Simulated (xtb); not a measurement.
xtb input:

```bash
xtb mol.xyz --gfn 2 --ohess tight --chrg -1 --uhf 0
```
mol.xyz:
```
5

N      0.00462277     0.90752023    -0.05839581
N      0.02020425    -0.46067616    -0.07447559
H     -0.90187164     1.25303055    -0.32770900
H     -0.13490065    -0.90672995     0.80925793
H      0.98572228    -0.79559192    -0.31593397
```

Predict the final energy.

-7.41344 Eh (GFN2-xTB).

It need not be the lowest isomer of its formula. Whether it binds its extra electron was not tested at this geometry.
